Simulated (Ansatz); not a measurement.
Potential energy curve for Na₂, singlet.

- UKS-PBE0 = unrestricted PBE0/cc-pVTZ (Ansatz, a first-principles code)
- FCI = full CI/cc-pVTZ, frozen core run with Ansatz

Energies relative to the lowest point of each curve near equilibrium, in eV:

| R / Å | UKS-PBE0 |
|---|---|
| 2.93 | 0.015 |
| 3.01 | 0.004 |
| 3.10 | 0.000 |
| 3.45 | 0.056 |
| 3.52 | 0.077 |
| 3.81 | 0.181 |
| 4.61 | 0.441 |
| 5.70 | 0.618 |
| 6.77 | 0.667 |
| 7.46 | 0.674 |
| 8.31 | 0.676 |
| 9.24 | 0.676 |

Task: Estimate the FCI values at these points.

Result: 2.93: 0.035; 3.01: 0.015; 3.10: 0.003; 3.45: 0.030; 3.52: 0.046; 3.81: 0.131; 4.61: 0.403; 5.70: 0.626; 6.77: 0.694; 7.46: 0.707; 8.31: 0.714; 9.24: 0.716 (eV).

The unrestricted determinant behind UKS-PBE0 is spin-contaminated at 3.81 to 9.24 Å (<S²> up to 1.0, against 0.00 for a pure singlet).
